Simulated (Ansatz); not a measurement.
# [H···H···H], doublet: transfer scan

Starting geometry:

```csv
atom,x (Å),y (Å),z (Å)
H,0.0000,0.0000,-0.8770
H,0.0000,0.0000,-0.1320
H,0.0000,0.0000,1.0090
```

From there H2 is moved from one fragment to the other while all else, the fragments' distance too, stays fixed; atoms are numbered as listed. Energies are in eV, counted from the starting geometry at the same level. Kohn–Sham curves are unrestricted where that lies lower.

Basis cc-pVQZ; Ansatz 0.2.0. Correlated methods freeze the noble-gas cores.

Full CI is exact within this basis and frozen core; it isn't the basis-set limit.

| distance H1-H2 (Å) | full CI | PBE | BLYP | r2SCAN | PBE0 | B3LYP | wB97M-V | B2PLYP | RPA-PBE |
| --- | --- | --- | --- | --- | --- | --- | --- | --- | --- |
| 0.693 | 0.076 | 0.118 | 0.114 | 0.105 | 0.101 | 0.102 | 0.085 | 0.084 | 0.080 |
| 0.745 | 0.000 | 0.000 | 0.000 | 0.000 | 0.000 | 0.000 | 0.000 | 0.000 | 0.000 |
| 0.802 | -0.010 | -0.053 | -0.050 | -0.039 | -0.035 | -0.037 | -0.020 | -0.019 | -0.015 |
| 0.858 | 0.011 | -0.065 | -0.061 | -0.039 | -0.034 | -0.038 | -0.008 | -0.005 | 0.000 |
| 0.915 | 0.030 | -0.064 | -0.061 | -0.031 | -0.026 | -0.031 | 0.006 | 0.010 | 0.016 |
| 0.971 | 0.030 | -0.064 | -0.061 | -0.031 | -0.026 | -0.031 | 0.006 | 0.010 | 0.016 |
| 1.028 | 0.011 | -0.065 | -0.061 | -0.039 | -0.034 | -0.038 | -0.008 | -0.005 | 0.000 |
| 1.084 | -0.010 | -0.053 | -0.050 | -0.039 | -0.035 | -0.037 | -0.020 | -0.019 | -0.015 |
| 1.141 | 0.000 | 0.000 | 0.000 | 0.000 | 0.000 | 0.000 | 0.000 | 0.000 | 0.000 |
